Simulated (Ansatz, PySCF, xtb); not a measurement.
Homolysis of single bonds, series B SH-H. Isolated molecules, 0 K electronic values unless said otherwise. One relaxed conformer stands for each flexible species; it need not be the lowest. Strings in code marks are SMILES.

Quantity: homolytic bond dissociation enthalpy at 298 K (no spin–orbit term), in eV. Thermal and zero-point terms are GFN2-xTB rigid-rotor harmonic values (xtb).

Level 1: frozen-core MP2/cc-pVTZ // PBE0-D4/def2-TZVP (Ansatz, a quantum-chemistry and plane-wave program)
Level 2: B3LYP/3-21G // PBE0-D4/def2-TZVP (PySCF)
Level 3: PBE/6-31G* // PBE0-D4/def2-TZVP (PySCF)
Level 4: HF/cc-pVTZ // PBE0-D4/def2-TZVP (Ansatz)

```tsv
species	level 1	level 2	level 3	level 4
S–B bond of `SBS` (H–S–B–S torsion 0°, S–B–S–H torsion 0°), giving `[BH]S` (H–B–S–H torsion 0°) and `[SH]`	4.68	4.23	…	3.27
B–S bond of `BS` (H–B–S–H torsion 180°), giving `[BH2]` and `[SH]`	4.94	4.50	5.06	3.52
S–B bond of `SB(S)S`, giving `S[B]S` (H–S–B–S torsion 180°, S–B–S–H torsion -180°) and `[SH]`	…	3.92	…	3.01
```

Some entries are withheld; supply them.


- S–B bond of `SBS` (H–S–B–S torsion 0°, S–B–S–H torsion 0°), giving `[BH]S` (H–B–S–H torsion 0°) and `[SH]`, level 3: 4.63
- S–B bond of `SB(S)S`, giving `S[B]S` (H–S–B–S torsion 180°, S–B–S–H torsion -180°) and `[SH]`, level 1: 4.46
- S–B bond of `SB(S)S`, giving `S[B]S` (H–S–B–S torsion 180°, S–B–S–H torsion -180°) and `[SH]`, level 3: 4.25
